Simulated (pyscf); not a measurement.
Cl–SnH: [singlet] + H₂ -> SnH₂ [singlet] + HCl (four-centre exchange; singlet surface; Cl–Sn, H–H broken, H–Sn, Cl–H formed). Structures and frequencies: ωB97X-D3(BJ)/def2-SVP in PySCF. Energies in kcal/mol from the separated reactants.

```
level                   barrier  reaction energy
----------------------  -------  ---------------
PBE/def2-TZVP              20.8            +30.8
r²SCAN/def2-TZVP              …            +31.9
B3LYP-D3(BJ)/def2-TZVP     25.6            +31.5
M06-2X/def2-TZVP           29.1            +33.7
ωB97M-D3(BJ)/def2-TZVP     26.5            +28.6
HF/def2-TZVP                  …                …
```

Question: Complete the blanks.

Answer: 
- r²SCAN/def2-TZVP, barrier: 22.3
- HF/def2-TZVP, barrier: 39.7
- HF/def2-TZVP, reaction energy: +27.1

On the product side the descent ends in a bound adduct, 9.1 kcal/mol under the separated species and 3.7 kcal/mol under the saddle at ωB97X-D3(BJ)/def2-TZVP. At PBE, r²SCAN, B3LYP-D3(BJ), M06-2X, ωB97M-D3(BJ) the saddle lies under the separated products, which points to a path from their complex (located at ωB97X-D3(BJ) alone), and parting the products costs more than the saddle. One saddle was located; it need not be the lowest between these sides. Elements past Kr carry the def2 core potentials, without spin-orbit coupling.
